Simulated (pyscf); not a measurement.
Thermochemistry of product channels of H₃Si–Si(SiH₃)(SiH₃)–Cl + CH₃• on the doublet surface, in kcal/mol, from ωB97M-D3(BJ)/def2-TZVP energies (ideal gas, 1 atm, RRHO with modes under 100 cm⁻¹ raised to 100, one conformer, R ln 2 for chiral ones without a mode under 150 cm⁻¹). PySCF, gas phase, ωB97X-D3(BJ)/def2-SVP geometries.

```tsv
products	ΔE	ΔH(298 K)	ΔG(600 K)	ΔG(1200 K)
H₃C–Si(SiH₃)(SiH₃)–Cl + SiH₃•	-14.0	-12.6	-13.4	-13.2
H₃Si–Si•(SiH₃)–Cl + H₃C–SiH₃	-19.6	-17.2	-18.6	-18.6
•H₂Si–Si(SiH₃)(SiH₃)–Cl + CH₄	-19.3	-16.0	-16.1	-15.1
```

These are energies of the channels, which say nothing of barriers. •H₂Si–Si(SiH₃)(SiH₃)–Cl lies 6.3 kcal/mol over its isomer H₃Si–Si•(SiH₃)–SiH₂–Cl (electronic energy, ωB97M-D3(BJ)/def2-TZVP).
